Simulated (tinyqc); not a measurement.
Worked calculation: Hueckel theory of the pi electrons, for the molecule C=CC=C (SMILES; centres numbered as the heavy atoms are written). One step of it, computed by the program tinyqc.

Task: Orbitals. Diagonalise; E = alpha + x beta with beta < 0, so the largest x are filled first; degenerate levels share their electrons. P = sum n_i c_ri c_si; each orbital has its largest coefficient positive (the first on a tie).

Hueckel matrix in units of beta (H = alpha + beta A), lower triangle:
```
,1C,2C,3C,4C
1C,0.000000
2C,1.000000,0.000000
3C,0.000000,1.000000,0.000000
4C,0.000000,0.000000,1.000000,0.000000
```

pi electrons, sum of z_r less the charge = 4

Give: x values; occupations; coefficients; charge and bond-order matrix P.

Result:

x values: 1.6180  0.6180  -0.6180  -1.6180

occupations: 2.0000  2.0000  0.0000  0.0000

coefficients:
```
,MO1,MO2,MO3,MO4
1C,0.3717,0.6015,0.6015,-0.3717
2C,0.6015,0.3717,-0.3717,0.6015
3C,0.6015,-0.3717,-0.3717,-0.6015
4C,0.3717,-0.6015,0.6015,0.3717
```

charge and bond-order matrix P, lower triangle:
```
,1C,2C,3C,4C
1C,1.0000
2C,0.8944,1.0000
3C,0.0000,0.4472,1.0000
4C,-0.4472,0.0000,0.8944,1.0000
```
